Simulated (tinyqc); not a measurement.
Geometry optimisation on the unrestricted LDA (VWN5)/sto-3g surface (energies and gradients from PySCF), for BH2, spin multiplicity 2, step by step. One step of it, computed by the program tinyqc.

Question. Step 3: move. Quasi-Newton step p = -H^(-1) g (the inverse Hessian comes from BFGS updates; coordinates in the order x, y, z of each atom); steps longer than 0.1 bohr are cut back.

positions after step 2 (bohr):
```
            x          y         z
1B  -0.100443  -0.024408  0.014701
2H  -0.015687   2.076683  0.875045
3H  -0.072843  -2.084401  0.865812
```

gradient (hartree/bohr):
```
              x            y            z
1B   0.00048694  -0.01196338   0.00994667
2H   0.00005746   0.01592529  -0.00244214
3H  -0.00054386  -0.00396171  -0.00750526
```

inverse Hessian in use (bohr^2/hartree), lower triangle:
```
           1          2          3          4          5         6         7         8
1   1.667385
2   0.008639   1.273637
3   0.009211   0.214107   1.763196
4   0.000007   0.005424  -0.001022   1.666499
5   0.030563   0.523008   0.359215  -0.009577   2.304897
6  -0.006265  -0.025991  -0.090550  -0.000564  -0.279829  1.716375
7  -0.000725  -0.014049  -0.008180   0.000160  -0.020961  0.006822  1.667231
8  -0.039202  -0.129974  -0.573320   0.004153  -1.161231  0.305818  0.035011  2.957859
9  -0.002947  -0.188136  -0.005994   0.001586  -0.079420  0.040853  0.001359  0.267556

          9
9  1.631812
```

Give: positions after step 3.

Answer.

positions after step 3 (bohr):
```
          x        y        z
1B  -0.1019  -0.0216  -0.0085
2H  -0.0155   2.0368   0.8858
3H  -0.0715  -2.0472   0.8783
```
